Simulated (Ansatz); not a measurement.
Abridged output of a molecular run in Ansatz:

```
Functional definition: HF
456 factors; integrals over basis functions are off by at most 9.6e-4 eV
mean field evaluation 1: about -9911.4510 eV, gradient 2.7e1 eV
mean field evaluation 2: about -9911.4572 eV, gradient 2.7e1 eV
mean field evaluation 4: about -9914.2483 eV, gradient 3.0e0 eV
mean field evaluation 8: about -9914.3001 eV, gradient 2.3e-1 eV
mean field evaluation 16: about -9914.2897 eV, gradient 1.6e0 eV
mean field evaluation 32: about -9904.8996 eV, gradient 2.9e-1 eV
mean field evaluation 64: about -9895.5443 eV, gradient 9.5e-4 eV
mean field -9914.30053737 eV, -364.3438245942 hartree, gradient 1.3e-6 eV, S^2 0.000000; 0 other end points of the search recorded, 0 dependent functions left out
7 core orbitals not correlated: weight in the atoms' cores, before any rotation towards them, 1.000 or more for the frozen orbitals, at most 0.000 for the correlated occupied ones
reference -9914.30053737 eV, -364.3438245942 hartree; 6, 6 occupied and 33, 33 virtual orbitals, 456 factors
second order -8.12475343 eV of doubles, -0.00000000 eV of singles
cycle   1  -8.18638920 eV  change   -6.2e-2 eV  update   1.2e-1
cycle   2  -8.58363898 eV  change   -4.0e-1 eV  update   4.0e-2
cycle   3  -8.68949810 eV  change   -1.1e-1 eV  update   1.9e-2
cycle   4  -8.68508908 eV  change    4.4e-3 eV  update   3.5e-3
cycle   5  -8.68621321 eV  change   -1.1e-3 eV  update   1.5e-3
cycle   6  -8.68615016 eV  change    6.3e-5 eV  update   4.6e-4
cycle   7  -8.68602296 eV  change    1.3e-4 eV  update   2.2e-4
cycle   8  -8.68606721 eV  change   -4.4e-5 eV  update   5.8e-5
cycle   9  -8.68605429 eV  change    1.3e-5 eV  update   2.0e-5
cycle  10  -8.68604824 eV  change    6.1e-6 eV  update   7.1e-6
perturbative correction -0.58548495 eV, -0.0215161752 hartree
Total energy: -9923.57207056 eV, -364.6845471545 hartree
```

Its atoms:

```xyz
3

C     1.362   -0.314   -0.224
C     0.132   -0.030   -0.022
Si   -1.494    0.344    0.246
```

Problem. Which basis set was used?
A. def2-TZVPPD
B. def2-TZVPP
C. def2-SVP
D. cc-pV(Q+d)Z

Solution. C. It gives 46 functions.

Problem. Write the keys of the input that set method, charge and spin (a neutral closed shell needs none for the last two).

Solution. 
```yaml
correlation: {method: ccsd_t}
```
